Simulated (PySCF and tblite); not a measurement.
Values are calculated unless marked as measured or tabulated.
2 E/Z isomers of C4H5NO, numbered alike:

```json
{"isomer": "A", "SMILES": "[CH3:1][O:2]/[CH:3]=[CH:4]\\[C:5]#[N:6]", "descriptors": "3=4 Z"}
{"isomer": "B", "SMILES": "[CH3:1][O:2]/[CH:3]=[CH:4]/[C:5]#[N:6]", "descriptors": "3=4 E"}
```

Each isomer is a Boltzmann average at 298.15 K over at most 6 conformers: GFN2-xTB geometries, energies B3LYP/def2-SVP (IEF-PCM, dichloromethane) (D3(BJ) added where defined), GIAO shieldings KT2/pcSseg-1 (IEF-PCM, dichloromethane), GFN2-xTB thermal terms. Programs: PySCF with density fitting and tblite.

Problem. What shifts does each isomer give (ppm)?

Solution. 
A: ¹H (against TMS): 6.95 (H3, 1H), 4.46 (H4, 1H), 4.27 (H1, 3H). ¹³C (against TMS): 167.4 (C3), 114.8 (C5), 68.5 (C4), 62.6 (C1).

B: ¹H (against TMS): 7.48 (H3, 1H), 4.61 (H4, 1H), 4.04 (H1, 3H). ¹³C (against TMS): 167.5 (C3), 116.6 (C5), 68.9 (C4), 58.7 (C1).

Problem. Which carbons tell the isomers apart best?

Solution. C1: 62.6 in A, 58.7 in B ppm.

Shifts are unscaled: against experiment ¹³C can be off by 15 ppm or more and ¹H by 0.8 ppm.
